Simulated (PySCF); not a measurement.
**Stretching BCl⁺**

Set-up: basis B aug-cc-pVDZ, Cl aug-cc-pV(D+d)Z; no relativity; PySCF 2.14. Energies in eV from B⁺ + Cl in their ground configurations at the same level. State: ²Σ⁺ (doublet), unpaired electrons σ ↑.

All columns are PBE0. A positive dipole points towards Cl; it is taken about the centre of mass and depends on that origin.

| R (Å) | E (eV) | μ (D) | Mulliken charge on B (basis-dependent) | HOMO (eV) | LUMO (eV) | Mayer bond order | ⟨S²⟩ |
| --- | --- | --- | --- | --- | --- | --- | --- |
| 1.385 | -2.682 | -1.50 | 0.14 | -17.01 | -10.88 | 2.24 | 0.76 |
| 1.449 | -3.517 | -1.86 | 0.26 | -17.19 | -11.11 | 2.11 | 0.76 |
| 1.513 | -3.978 | -2.23 | 0.36 | -17.36 | -11.36 | 2.00 | 0.76 |
| 1.562 | -4.141 | -2.50 | 0.43 | -17.48 | -11.55 | 1.92 | 0.76 |
| 1.610 | -4.183 | -2.78 | 0.49 | -17.59 | -11.74 | 1.85 | 0.76 |
| 1.658 | -4.133 | -3.05 | 0.55 | -17.68 | -11.93 | 1.78 | 0.76 |
| 1.723 | -3.957 | -3.41 | 0.62 | -17.79 | -12.18 | 1.70 | 0.76 |
| 1.803 | -3.620 | -3.85 | 0.68 | -17.90 | -12.49 | 1.61 | 0.76 |
| 1.900 | -3.120 | -4.34 | 0.75 | -17.51 | -12.84 | 1.51 | 0.76 |
| 2.029 | -2.405 | -4.93 | 0.79 | -17.04 | -13.26 | 1.37 | 0.76 |

A fit through these points gives, at Re = 1.606 Å, μ = -2.76 D and dμ/dR = -5.68 D/Å; the reduced mass is 8.373 u.

Question: How strong is the fundamental in the double-harmonic approximation, I = 42.26·(dμ/dR)²/μred km/mol?

Answer: I = 42.26·(-5.68)²/8.373 = 163 km/mol at PBE0.

For an ion De counts to the pair picked by the measured ionisation energies or electron affinities, which need not be the lowest pair at this level. The state was picked by a PBE0 search and need not be the measured ground state.
